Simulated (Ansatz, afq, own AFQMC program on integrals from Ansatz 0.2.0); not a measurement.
AFQMC on a folder of integrals that Ansatz 0.2.0 wrote.

```yaml
crystal:
  periodic: [false, false, false]
  atoms:
    - {symbol: Al, position_ang: [0.000000, -0.104009, 0.648758]}
    - {symbol: N, position_ang: [0.000000, 0.087527, -1.114734]}
    - {symbol: H, position_ang: [0.000000, 1.256470, 1.498750]}
    - {symbol: H, position_ang: [0.000000, 0.977077, -1.591329]}
    - {symbol: H, position_ang: [0.000000, -0.665655, -1.783277]}
basis:
  gaussian: {orbitals: cc-pVDZ}
total_charge: 1
magnetization: {spin_polarized: true, initial_magnetization: 2}
correlation: {method: ccsd_t, electrons: outside_noble_gas, hamiltonian_folder: ham}
```

```sh
$ ansatz run in.yaml --threads 1 --pin off --events-out ev --progress --plain --max-ram 16896MiB --backend cuda --devices 0, --max-vram 18GiB
```

afq runs on the folder ham with

```
--method phaseless --trial cisd --walkers 4000 --populations 20 --least-time 60 --time-step 0.005 --steps-per-block 50 --equilibration-blocks 28 --max-blocks 4000 --target-error 0.00019 --factor-cut 1e-05 --start spin_pure --seed 1979 --release-times 0.24,0.51,0.99,1.62,2.4 --release-step 0.03 --release-every 3 --taylor-order 6
```

Times are imaginary, in 1/Eh. The walk had a cap of 129 s. With eight or more populations the least sampling time is a fifth of least-time, and the error comes from their spread.

Log:

```
orbitals 41  electrons 6 4  factors 319 of 445
reference energy -297.80346474 Eh
CCSD correlation -0.20353747 Eh in 11 cycles, weight of the determinant in the CISD state 0.9170
energy of the start -298.006766 Eh
 block  time / (1/Eh)  mean weight  energy / Eh
     1     0.250  1.0003  -298.005260
     2     0.500  1.0000  -298.006702
     3     0.750  0.9997  -298.008143
     4     1.000  1.0001  -298.008934
     5     1.250  1.0004  -298.009609
     8     2.000  0.9998  -298.010641
    11     2.750  1.0003  -298.010798
    26     6.500  0.9997  -298.011635
    41    10.250  1.0003  -298.011298
    56    14.000  1.0000  -298.011539
    61    15.250  1.0000  -298.012002
    71    17.750  0.9995  -298.011588
    86    21.500  1.0000  -298.011668
   101    25.250  0.9998  -298.011011
   116    29.000  0.9997  -298.011182
   131    32.750  1.0003  -298.011251
   146    36.500  1.0002  -298.011043
   161    40.250  1.0001  -298.011154
   176    44.000  0.9999  -298.011237
   181    45.250  1.0003  -298.010480
   191    47.750  1.0002  -298.010851
   206    51.500  1.0004  -298.011729
error from the spread of 20 populations
released: time / (1/Eh)  energy / Eh  error  mean overlap
  0.24  -298.011276  0.000048  0.9983
  0.51  -298.011338  0.000033  0.9961
  0.99  -298.011460  0.000058  0.9931
  1.62  -298.011240  0.000271  0.9886
  2.40  -298.011475  0.000038  0.9853
energy -298.011136 +/- 0.000046 Eh
(rows thinned)
```

The run passed its tests (sampling time, drift between the halves within three errors, error under three times the target), which doesn't prove that it has relaxed. The second half of the sampling lies above the first by 1.7 errors of their difference, so the energy may still be moving and its error bar be too small.

Against this walk (error 1.2 meV) on the same determinant: CCSD(T) 15.5 meV higher, CCSDT(Q) 7.9 meV lower. The error is statistical and leaves out the bias of the constraint. The released energies have errors that jump between times, so the bars are unsure (meV from the phaseless value at times in 1/Eh: -3.8 ± 1.3 at 0.24, -5.5 ± 0.9 at 0.51, -8.8 ± 1.6 at 0.99, -3 ± 7 at 1.62, -9.2 ± 1.0 at 2.40), so they give no level; they do show a bias of the constraint, and the last of them that isn't too noisy lies 1 meV below CCSDT(Q).

Cautions: constraint bias not in the error; another spin lies lower (by 2.02 eV).

The walk took 2.1 min on 1 × NVIDIA H100 80GB HBM3 with 2 threads of AMD EPYC 7R13 Processor (Zen 3), with other jobs on the host (the card was shared). The log's last line is the phaseless energy.

CCSDT and higher add their correlation energy to the determinant of the CCSD(T) run, since their own runs factorise the integrals more tightly (a shift of under 2 meV). A walk keeps the symmetry of its determinant, which the program's search chose and which needn't be the lowest solution, so a lower state of the same spin and another symmetry isn't excluded.
